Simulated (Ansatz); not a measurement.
Born–Oppenheimer molecular dynamics of BFH4O (7 atoms, charge 0, multiplicity 1). It starts at the highest image of a converged band. Of that band: Neighbouring images differ by up to 1.7 eV, so the band resolves the path poorly. A vibrational analysis at the climbing image gives one clearly imaginary mode, 1372i cm⁻¹: a first-order saddle point.

Method: RKS PBE0/def2-SVP (Ansatz).

```yaml
ensemble: NVE (velocity Verlet)
time_step: 0.5 fs
steps_asked: 200
starting_velocities_drawn_for: 300 K
seed: 5849
```

First frame:

```xyz
7
Properties=species:S:1:pos:R:3
B 0.031 -0.239 0.017
H -0.104 0.142 1.338
H 1.021 0.303 -0.409
F -1.155 -0.070 -0.609
O 0.263 -1.732 0.396
H -0.575 -2.197 0.262
H 0.040 -0.894 1.289
```

How far do the bonds stretch over the last three quarters of this one trajectory? (Pairs bonded in most of those frames.)


| bond | mean (Å) | spread (Å) | shortest | longest |
| --- | --- | --- | --- | --- |
| B1–H3 | 1.213 | 0.029 | 1.16 | 1.26 |
| B1–F4 | 1.338 | 0.039 | 1.27 | 1.41 |
| B1–O5 | 1.343 | 0.026 | 1.28 | 1.40 |
| H2–H7 | 0.767 | 0.035 | 0.72 | 0.82 |
| O5–H6 | 0.969 | 0.007 | 0.95 | 0.98 |

Mean temperature of the second half: 2625 K. The conserved energy stayed within 0.19 meV per atom of its start (net change -0.11 meV per atom), so the integration is sound. The system heated up, since it started high on the potential surface and ran downhill. A run of 0.1 ps of so small a system gives no equilibrium averages. The orbitals stay closed-shell, which can raise the energy where a bond breaks towards radicals; this wasn't checked here.

Time of the run: 4 min on 1 thread of Arm Neoverse V2, on a shared host, peak memory 0.07 GiB.
